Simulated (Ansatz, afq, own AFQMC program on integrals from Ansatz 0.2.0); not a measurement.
**Al$_{2}$H$_{4}$, singlet: AFQMC among the cluster methods**

```yaml
atoms:
  - { symbol: Al, position_ang: [0.0000, 0.0000, 1.8165] }
  - { symbol: Al, position_ang: [0.0000, 0.0000, -1.8165] }
  - { symbol: H, position_ang: [0.0000, 1.3533, 2.6603] }
  - { symbol: H, position_ang: [0.0000, -1.3533, 2.6603] }
  - { symbol: H, position_ang: [0.0000, 1.3533, -2.6603] }
  - { symbol: H, position_ang: [0.0000, -1.3533, -2.6603] }
```

Connectivity, by distances: AlH2 ··· AlH2.

Basis 6-31G. Only valence electrons are correlated. Ansatz 0.2.0 and our own AFQMC program on the same integrals; the CISD trial comes from CCSD amplitudes, and released means the phaseless constraint is let go. Uncertainties: one standard error, sampling alone.

Determinant: UHF, the one that the program's search chose, which needn't be the lowest solution. The geometry is a point of a scan.

No full CI on the walks' own integrals is used here; CCSDT(Q) serves as the reference and is uncertain by about the last step of the cluster series.

Cautions: higher spins were not checked; an unrestricted solution with more broken spin lies lower (67 meV, ⟨S²⟩ 0.33), while this determinant keeps restricted orbitals.

```
T1 diagnostic                               : 0.0134
weight of the determinant in the CISD state : 0.879
⟨S²⟩ of the determinant                     : 0.000
size of the correlated space                : 10 electrons in 24 orbitals
```

Reference: CCSDT(Q), correlation energy -3.131 eV. The released energy is read at 2.40 1/Eh (meV from the phaseless value at times in 1/Eh: 3 ± 7 at 0.24, -2 ± 6 at 0.51, 4 ± 5 at 0.99, -3 ± 5 at 1.62, -5 ± 7 at 2.40).

```
         level  E − E(reference) (kcal/mol)  share of correlation (%)
            HF                        72.20                      0.00
           MP2                        23.89                     66.91
          CCSD                         2.33                     96.77
       CCSD(T)                         0.82                     98.86
         CCSDT                         0.10                     99.86
 ph-AFQMC/CISD                  0.30 ± 0.13                     99.59
released AFQMC                  0.18 ± 0.16                     99.74
```

A walk keeps the symmetry of its determinant, which the program's search chose and which needn't be the lowest solution, so a lower state of the same spin and another symmetry isn't excluded. Released energies are given only where the last usable release times agree within the noise; a slower fall can still hide under it.
